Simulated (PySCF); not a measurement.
Compound: C₄H₈F₂.
SMILES: `CC[C@H](F)CF`

The closed-shell SCF was solved with PySCF and density fitting under several settings on one GFN2-xTB geometry (grid level 2 and gas phase unless stated).

| settings | basis functions | SCF cycles | E (Eh) | HOMO (eV) | LUMO (eV) | dipole (D) |
| --- | --- | --- | --- | --- | --- | --- |
| PBE0/pcSseg-1 | 142 | 12 | -356.5055 | -9.08 | 1.66 | 0.54 |
| B3LYP/def2-SVPD | 190 | 12 | -356.6848 | -8.99 | 0.55 | 0.63 |

**Question.** Estimate the rows for these settings: (1) LC-wPBE/pcSseg-1, grid level 1; (2) B97-D/pcSseg-1; (3) PBE0/3-21G.

**Answer.** 
```json
{"settings": "LC-wPBE/pcSseg-1, grid level 1", "basis functions": "142", "SCF cycles": "10", "E (Eh)": "-356.6922", "HOMO (eV)": "-11.85", "LUMO (eV)": "3.89", "dipole (D)": "0.53"}
{"settings": "B97-D/pcSseg-1", "basis functions": "142", "SCF cycles": "14", "E (Eh)": "-356.6685", "HOMO (eV)": "-7.48", "LUMO (eV)": "0.81", "dipole (D)": "0.52"}
{"settings": "PBE0/3-21G", "basis functions": "70", "SCF cycles": "12", "E (Eh)": "-354.5975", "HOMO (eV)": "-8.50", "LUMO (eV)": "2.84", "dipole (D)": "0.50"}
```

**Question.** Over all rows, what range does the HOMO–LUMO gap span?

**Answer.** From 8.29 eV (B97-D/pcSseg-1) to 15.74 eV (LC-wPBE/pcSseg-1, grid level 1). The functional of the narrowest has no exact exchange, that of the widest range-separated exact exchange.

**Question.** Compare two rows with the functional PBE0: PBE0/pcSseg-1 and PBE0/3-21G. Which energy is lower, and by how much?

**Answer.** PBE0/pcSseg-1 (142 functions) lies 1.9080 Eh or 1197 kcal/mol below PBE0/3-21G (70 functions).

B97-D ran without the empirical dispersion term, which would shift the total energy alone. Cycle counts include a coarse-grid stage where the run had one.

Shape of the structure used: `[CH3:1][CH2:2][C@H:3]([F:4])[CH2:5][F:6]`: C1–C2–C3–F4 -65°, C2–C3–C5–F6 -68°.

One conformer stands for the species.
